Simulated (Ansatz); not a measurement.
C4H7NO can be A, `C/C=N/C(C)=O`, or B, `CCOCC#N`.

Isolated molecules relaxed with PBE0-D4/def2-TZVP in Ansatz; ΔE leaves out vibrations. CBS: MP2 limit from def2 TZ/QZ plus the TZ coupled-cluster correction, frozen cores. Functionals use def2-TZVPP. B3LYP here is the variant with VWN-RPA as its local correlation; programs differ in this. Each species was taken in one conformer, which may not be the lowest.

Problem. Which is lower in electronic energy at CCSD(T)/CBS, and by how much? (Estimate.)

Solution. The calculation gave: A, by 14.3 kcal/mol.

Problem. Give E(B) − E(A) in kcal/mol with B2PLYP, ωB97M-V, B3LYP, B3LYP-D4, r2SCAN-D4, MP2/def2-TZVPP, PBE0-D4. (An estimate is asked.)

Solution. Ansatz gave: B2PLYP 15.7, ωB97M-V 16.1, B3LYP 18.3, B3LYP-D4 18.2, r2SCAN-D4 20.0, MP2/def2-TZVPP 12.1, PBE0-D4 19.4. None reverses the order clearly.

Largest T1 diagnostic: 0.015.

In def2-TZVPP, CCSD(T) changes the Hartree–Fock value by −1.5 kcal/mol (the triples alone add +0.7 kcal/mol) and MP2 by −2.7 kcal/mol. From PBE to PBE0 (25 % exact exchange), in def2-TZVPP and without D4, E(B) − E(A) moves by −1.3 kcal/mol.
